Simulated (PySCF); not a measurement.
Work out the structure from these simulated measurements.

Formula: CH2N; charge +1.

| Quantity | Value |
| --- | --- |
| 1H NMR | chemical shifts (computed TMS as zero) by class: 6.64 (1 H), 6.06 (1 H) ppm [GIAO PBE0/pcSseg-1] |
| NMR, other nuclei | isotropic shieldings of nuclei other than C and H, by class: 104 (1 N) ppm [GIAO PBE0/pcSseg-1] |
| Couplings | largest of the computed one-bond spin–spin couplings (means over like bonds): 13C–1H +377.2, 15N–1H -163.8, 15N–13C -83.0 Hz [B3LYP/pcJ-1] |
| Triplet | lowest triplet excitation (Tamm–Dancoff): 6.89 eV [TDA wB97X-D/def2-SVPD] |
| 13C NMR | chemical shifts (computed TMS as zero) by class: 103.8 (1 C) ppm [GIAO PBE0/pcSseg-1] |
| Polarisability | 13.1 au [wB97X-D/def2-SVPD] |
| Valence photoelectron | vertical ionisation energy: 23.03 eV [ΔSCF wB97X-D/def2-SVPD] |
| Rotational structure | rotational constant B (linear): 36.827 GHz [PBE0-D3(BJ)/def2-SVP] |

Electronic properties: PySCF, gas phase, density fitting. Levels stand in brackets. Isolated species at its PBE0-D3(BJ)/def2-SVP geometry, gas phase. Each NMR value is the plain mean over a class of atoms that symmetry, rotation or inversion makes alike.

Q: What is the compound? Reason from the data.

A: The one carbon: triply bonded carbon (103.8 ppm). Hydrogen classes from least to most shielded: 1 H on a nitrogen bonded to C and H (6.64 ppm), 1 H on a triply bonded carbon (6.06 ppm). The other shieldings belong to: 104 ppm, nitrogen bonded to C and H. The couplings run between: +377.2 Hz, triply bonded carbon and its hydrogen; -163.8 Hz, nitrogen bonded to C and H and its hydrogen; -83.0 Hz, nitrogen bonded to C and H and triply bonded carbon. The optimised geometry has point group C∞v and is a linear rotor. Structure: protonated hydrogen cyanide Ion, `C#[NH+]`.
